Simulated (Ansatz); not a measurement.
A calculation with Ansatz (development build ahead of 0.2.0).

```yaml
crystal:
  periodic: [false, false, false]
  atoms:
    - { symbol: C, position_ang: [0.0, 0.0, -0.583] }
    - { symbol: C, position_ang: [0.0, 0.0, 0.583] }
basis:
  gaussian: { orbitals: def2-TZVP }
total_charge: -1
magnetization:
  spin_polarized: true
  initial_magnetization: 1
hamiltonian:
  xc: hf
correlation:
  method: mp2
  frozen_orbitals: { C: 1 }
```

The input is written out in the form of the current development build from the run's settings.

Output:

```json
{"Converged": "yes", "Reference energy": "-75.56700 hartree", "Correlation energy": "-0.25285 hartree", "Total energy": "-75.81985 hartree", "Spin squared of the determinant": "0.803"}
```

Caution: no diffuse functions for an anion.
